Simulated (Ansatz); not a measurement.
# CF+ (triplet): the correlation ladder at distance C1–F2 = 3.254 Å, 6-31G

One table from this session's results is given with a row withheld; the runs are named, their logs left out.

Program: Ansatz 0.2.0, Gaussian basis. Level of theory: 6-31G, core rule «outside noble gas», up to 2 orbitals frozen. These are calculated values, not measurements.

The runs, in order: UHF; CCSD(T) on ROHF; CCSD(T) on UHF; BCCD(T) on ROHF; CISD as a restricted active space (open shells left free, so some higher excitations enter); CCSDT(Q) on ROHF; CCSDT(Q) on UHF; CISDTQ; CCSDTQ on ROHF; CCSDTQ on UHF; CASSCF and MRCISD+Q, 4 electrons in 4 orbitals; CASSCF and NEVPT2, 4 electrons in 4 orbitals; CASSCF and MRCISD+Q, 10 electrons in 8 orbitals; CASSCF and NEVPT2, 10 electrons in 8 orbitals; Full CI.

19 further runs of the same task are left out: 17 that didn't finish, 2 set aside as unsound or not needed. Runs told in other sessions of the task aren't counted.

**What is computed**

The geometry derives from a PBE0/def2-TZVP stationary point (not a proven minimum). One bond is set to the value named and the two fragments are kept rigid.

2 atoms, charge 1, spin multiplicity 3.

Atoms are counted from 1 here; the program's logs count them from 0.

No contacts short enough for the rule that draws bonds.

The first run:

in.yaml reads:

```yaml
crystal:
  periodic: [false, false, false]
  atoms:
    - {symbol: C, position_ang: [0.000000, 0.000000, 0.000000]}
    - {symbol: F, position_ang: [0.000000, 0.000000, 3.254000]}
basis:
  gaussian: {orbitals: 6-31G}
total_charge: 1
magnetization: {spin_polarized: true, initial_magnetization: 2}
hamiltonian: {xc: hf}
output: {orbitals: {seedname: orbitals}}
```

Started as:

```
$ ansatz run in.yaml --threads 1 --pin off --events-out ev --progress --plain --max-ram 2393MiB
```

Steps of the session up to this table: UHF; CCSD(T) on ROHF; CCSD(T) on UHF; BCCD(T) on ROHF; CISD as a restricted active space (open shells left free, so some higher excitations enter); CCSDT(Q) on ROHF; CCSDT(Q) on UHF; CISDTQ; CCSDTQ on ROHF; CCSDTQ on UHF; CASSCF and MRCISD+Q, 4 electrons in 4 orbitals; CASSCF and NEVPT2, 4 electrons in 4 orbitals; CASSCF and MRCISD+Q, 10 electrons in 8 orbitals; CASSCF and NEVPT2, 10 electrons in 8 orbitals; Full CI.

One table of the session follows, with a row left open; its other results are not shown here.

```
   method  from FCI (meV)
     ROHF         +3682.5
      UHF         +3653.0
     RMP2          +790.1
     UMP2          +781.1
     CISD          +200.0
    RCCSD           +28.7
    UCCSD           +28.3
 RCCSD(T)            +9.2
 UCCSD(T)            +8.7
  BCCD(T)            +8.8
   RCCSDT               ?
   UCCSDT            +3.3
   CISDTQ            +7.4
RCCSDT(Q)            +2.1
UCCSDT(Q)            +1.5
  RCCSDTQ            +0.7
  UCCSDTQ            +0.2
      FCI               0
```

Estimate the missing values for RCCSDT.

**Answer.** from FCI (meV): +3.8. In the column «from FCI (meV)» it lies between UCCSDT (+3.3) and CISDTQ (+7.4).

Not comparable, so not listed: CASSCF and MRCISD+Q, 4 electrons in 4 orbitals (they don't share determinant, frozen orbitals or solution with the rows shown, or repeat one).

Limits of these values: Left out of the table: CASSCF pair, NEVPT2 pair, CASSCF valence, NEVPT2 valence, MRCISD valence, MRCISD+Q valence (the active space lost an orbital or holds another state than full CI finds). The program flags RCCSDTQ, UCCSDTQ as in doubt, so read those rows with care; the flags are other amplitudes. Levels on UHF freeze UHF's core orbitals, full CI those of ROHF, so the U rows can settle a little off it for that reason alone. Restricted and unrestricted rows rest on different reference determinants; a gap between their highest levels can come from leftover correlation error, from unlike frozen cores or from another state. Warnings in the runs' records: passed over end.
